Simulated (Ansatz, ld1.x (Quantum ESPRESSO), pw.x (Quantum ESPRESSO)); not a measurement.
What a changed setting does to a pw.x run (fcc Mg)

Potential: norm-conserving Troullier–Martins (Kleinman–Bylander form), ld1.x (Quantum ESPRESSO) 7.5, PBEsol; core [Ne], reference 3s2 3p0; waves: 3s (bound): rc 1.70 bohr; 3p (bound, empty): rc 2.15 bohr; 3d channel at 0.15 Ry: rc 2.30 bohr; local part: the d channel; core correction: a·sin(br)/r model core inside 1.60 bohr.

The reference run (k-mesh 13³, cutoffs 50/200 Ry, Fermi–Dirac 0.01 Ry, mixing_beta 0.4, conv_thr 1e-9, no spin) gives -0.46 GPa at 22.729 Å³/atom, where all-electron LAPW gives -0.03 GPa. This run, with its own iteration cap, changes degauss to 0.02.

```
&control
  calculation='scf', prefix='x', pseudo_dir='./', outdir='./tmp', tstress=.true., disk_io='none'
/
&system
  ibrav=0, nat=1, ntyp=1, ecutwfc=50, ecutrho=200, nbnd=8,
  occupations='smearing', smearing='fd', degauss=0.02
/
&electrons
  conv_thr=1e-09, mixing_beta=0.4, electron_maxstep=70
/
ATOMIC_SPECIES
Mg 1.0 Mg.UPF
CELL_PARAMETERS angstrom
  0.00000000 2.24827852 2.24827852
  2.24827852 0.00000000 2.24827852
  2.24827852 2.24827852 0.00000000
ATOMIC_POSITIONS crystal
Mg 0.0000 0.0000 0.0000
K_POINTS automatic
13 13 13 0 0 0
```

```bash
pw.x < Mg.scf.in > Mg.scf.out
```

**Question.** How does the run end?

**Answer.** It converges in 6 iterations; the free energy moves by -40.8 meV/atom and the pressure by +0.18 GPa. In a metal, with Fermi–Dirac smearing, F lies below its zero-width value by a term in the square of the width.

```
Message from routine setup:
     using ibrav=0 with symmetry is DISCOURAGED, use correct ibrav instead
     lattice parameter (alat)  =       6.0085  a.u.
     unit-cell volume          =     153.3829 (a.u.)^3
     number of electrons       =         2.00
     number of Kohn-Sham states=            8
     kinetic-energy cutoff     =      50.0000  Ry
     charge density cutoff     =     200.0000  Ry
     scf convergence threshold =      1.0E-09
     Exchange-correlation= PBESOL
     number of k points=    84  Fermi-Dirac smearing, width (Ry)=  0.0200
     iteration #  1     ecut=    50.00 Ry     beta= 0.40
     total energy              =      -2.51545398 Ry
     estimated scf accuracy    <       0.00373154 Ry
     iteration #  2     ecut=    50.00 Ry     beta= 0.40
     total energy              =      -2.51506594 Ry
     estimated scf accuracy    <       0.00126000 Ry
     iteration #  3     ecut=    50.00 Ry     beta= 0.40
     total energy              =      -2.51509421 Ry
     estimated scf accuracy    <       0.00000105 Ry
     iteration #  4     ecut=    50.00 Ry     beta= 0.40
     total energy              =      -2.51509641 Ry
     estimated scf accuracy    <       0.00000008 Ry
     iteration #  5     ecut=    50.00 Ry     beta= 0.40
     total energy              =      -2.51509639 Ry
     estimated scf accuracy    <       0.00000005 Ry
     iteration #  6     ecut=    50.00 Ry     beta= 0.40
     the Fermi energy is     3.5917 ev
!    total energy              =      -2.51509639 Ry
     estimated scf accuracy    <          4.2E-10 Ry
     smearing contrib. (-TS)   =      -0.00796291 Ry
     The total energy is F=E-TS. E is the sum of the following terms:
     one-electron contribution =       1.30437548 Ry
     hartree contribution      =       0.00409243 Ry
     xc contribution           =      -1.65732383 Ry
     ewald contribution        =      -2.15827756 Ry
     convergence has been achieved in   6 iterations
          total   stress  (Ry/bohr**3)                   (kbar)     P=       -2.78
     Message from routine punch:
     Nothing written, as per user request (disk_io='none')
```

The run took about 6 s on one core of a shared host (Neoverse-V2, 96 threads, 371 GiB, load 66).
